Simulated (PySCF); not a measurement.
fluoromethane (CH3F), SMILES CF. Atoms are numbered in the order given.

```xyz
5

C      0.0000     0.0000     0.6348
F      0.0000     0.0000    -0.7523
H      0.8952     0.5169     0.9873
H     -0.8952     0.5169     0.9873
H      0.0000    -1.0337     0.9873
```

The structure is a stationary point at r2SCAN-D4/def2-TZVP.

The numbers are results of PySCF with HF/def2-TZVPD, not measurements.

Isolated molecule, no solvent.

```
Quantity                                                                                                       Result
---------------------------------------------------------------------------------------------  ----------------------
total energy                                                                                       -139.10179 hartree
point group                                                                                                       C3v
highest occupied level                                                                                      -14.46 eV
lowest empty level                                                                                            1.98 eV
orbital gap                                                                                                  16.44 eV
dipole moment                                                                                                  2.06 D
quadrupole, principal values (traceless, Buckingham form, about the centre of nuclear charge)   -0.93, 0.47, 0.47 D·Å
mean static polarisability                                                                       15.8 bohr³ (2.35 Å³)
polarisability, principal values                                                               15.5, 15.5, 16.6 bohr³
```
